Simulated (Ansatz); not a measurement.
System (SMILES): [CH2]F (CH2-F), doublet.
Atoms: C1, F2, H3, H4. Bonds: C1-F2, C1-H3, C1-H4.

How fast the highest harmonic wavenumber converges with the basis for several methods (Ansatz, a first-principles code): deviation from each method's own reference, in cm⁻¹. References: B3LYP 3297 cm⁻¹, the value in aug-pcseg-2; HF 3419 cm⁻¹, the value in aug-pcseg-2; PBE 3223 cm⁻¹, the value in aug-pcseg-2. Cartesian d functions, on some or all atoms, in 6-31+G*; all else is spherical. Core-valence sets carry the plain set on hydrogen. Open shells are unrestricted. No added dispersion term, no relativity. Each level at its own minimum, unscaled; the references are large sets that could be run, not limits.

| basis | functions | B3LYP | HF | PBE |
|---|---|---|---|---|
| STO-3G | 12 | 156 | 326 | 146 |
| pcseg-0 | 22 | 26 | 88 | 20 |
| pcseg-1 | 38 | -6 | 51 | -5 |
| 6-31+G* | 42 | 15 | 54 | 16 |
| aug-cc-pVDZ | 64 | 12 | 16 | 14 |
| cc-pVTZ | 88 | -12 | -13 | -13 |
| def2-TZVPD | 95 | -4 | -7 | -4 |
| cc-pCVTZ | 114 | -17 | -14 | -18 |

Mean absolute deviation over cc-pVTZ, def2-TZVPD, cc-pCVTZ: B3LYP 11, HF 11, PBE 11 cm⁻¹.
